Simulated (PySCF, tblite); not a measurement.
# C3H8S+ (doublet): geometry, infrared bands and EPR parameters

What infrared bands and EPR parameters should C3H8S+ (doublet) (`CCC[SH+]`) show?

Computed with tblite 0.8.0 and PySCF 2.14.0, with density-fitted response routines of our own, on a single molecule in the gas phase. Atoms count from 0, in the outputs and in this text.

### Step 1. The starting structure

12 atoms, charge 1, multiplicity 2; geometry from: force field or distance geometry start.

Bonds of the start (Å): C0–C1 1.51, C1–C2 1.50, C2–S3 1.81, C0–H4 1.12, C0–H5 1.11, C0–H6 1.11, C1–H7 1.09, C1–H8 1.12, C2–H9 1.13, C2–H10 1.12, S3–H11 1.37.

### Step 2. Optimising the geometry with GFN2-xTB

What the job is given:

```
{"job": {"kind": "relax", "xc": "GFN2-xTB", "basis": "xTB"}, "charge": 1, "multiplicity": 2}
C      1.304000     0.470100     0.178200
C      0.292100    -0.445300    -0.460800
C     -0.966200    -0.637200     0.325200
S     -1.898500     0.899400     0.577000
H      1.963200    -0.117600     0.866300
H      1.966900     0.811200    -0.647100
H      0.864500     1.354100     0.686200
H      0.097900    -0.072700    -1.467500
H      0.773800    -1.449000    -0.572200
H     -0.785500    -1.189800     1.291400
H     -1.620000    -1.321400    -0.273300
H     -1.991100     1.697500    -0.529400
```

Run with:

```bash
$ OMP_NUM_THREADS=1 python probes_run.py task.json out
```

This one command runs all jobs of the session in turn.

**Question.** This job is followed by: GFN2-xTB harmonic vibrations, gas phase; UKS B3LYP, pcH-1 on C H S, non-relativistic, mean-field spin-orbit, GIAO. What will the session give for the following? strongest single infrared mode (GFN2-xTB); zero-point energy (GFN2-xTB); g(iso) (B3LYP); ⟨S²⟩; largest a(iso) (averaged by class); property runs in this session.

The runs gave:

| quantity | value |
| --- | --- |
| strongest single infrared mode (GFN2-xTB) | 1387 cm⁻¹, 160 km/mol |
| zero-point energy (GFN2-xTB) | 61.7 kcal/mol |
| g(iso) (B3LYP) | 2.01859 |
| ⟨S²⟩ | 0.753 (exact 0.75) |
| largest a(iso) (averaged by class) | 1H on H9, H10, 109.6 MHz |
| property runs in this session | 1, of which 0 failed and 1 gave unsound results |

**Reading.** The optimisation took 69 steps and gained 0.459 eV; among the close pairs (by a distance rule), C2–H9 changed most, from 1.128 to 1.092 Å. No mode is imaginary among the 30: a minimum at this level. The strongest single mode, at 1387 cm⁻¹, moves mainly H5 and H6. Unscaled tight-binding wavenumbers are off by several per cent, some by more. Its intensities can rank the bands wrongly. S3 carries the largest spin population, 0.89 e. The isotropic g lies 16.3 ppt above the free-electron value. These values are not to be trusted: the run shows a large g shift, which the driver flags as unsure.
